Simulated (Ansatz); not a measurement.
The input, for Ansatz 0.2.0:

```yaml
crystal:
  periodic: [false, false, false]
  atoms:
    - {symbol: F, position_ang: [0.000000, 0.016883, 2.021567]}
    - {symbol: Ga, position_ang: [0.000000, 0.007003, 0.292099]}
    - {symbol: P, position_ang: [0.000000, -0.070354, -1.841497]}
    - {symbol: H, position_ang: [0.000000, 1.359302, -1.720802]}
basis:
  gaussian: {orbitals: cc-pVDZ}
total_charge: 1
magnetization: {spin_polarized: true, initial_magnetization: 1}
correlation: {method: mp2, electrons: outside_noble_gas}
```

```sh
$ ansatz run in.yaml --threads 1 --pin off --events-out ev --progress --plain --max-ram 2393MiB
```

Log:

```
690 factors; integrals over basis functions are off by at most 1.3e-3 eV
mean field evaluation 1: about -64313.8429 eV, gradient 4.1e1 eV
mean field evaluation 2: about -64313.8830 eV, gradient 4.0e1 eV
mean field evaluation 4: about -64320.1138 eV, gradient 2.2e0 eV
mean field evaluation 8: about -64320.1937 eV, gradient 2.7e-1 eV
mean field evaluation 16: about -64320.1953 eV, gradient 2.4e-6 eV
mean field evaluation 32: about -64320.1938 eV, gradient 2.6e-1 eV
mean field -64320.19528138 eV, -2363.7235787963 hartree, gradient 2.6e-6 eV, S^2 0.761767; 0 other end points of the search recorded, 0 dependent functions left out
20 core orbitals not correlated, not the lowest: weight in the atoms' cores, before any rotation towards them, 0.923 or more for the frozen orbitals, at most 0.069 for the correlated occupied ones
reference -64320.19528138 eV, -2363.7235787963 hartree; 8, 7 occupied and 36, 37 virtual orbitals, 690 factors
second order -9.01774239 eV of doubles, -0.00000000 eV of singles
Total energy: -64329.21302377 eV, -2364.0549747168 hartree
```

Ran on 1 thread of Arm Neoverse V2, shared host: 1.7 s wall, 0.19 GiB peak host memory.
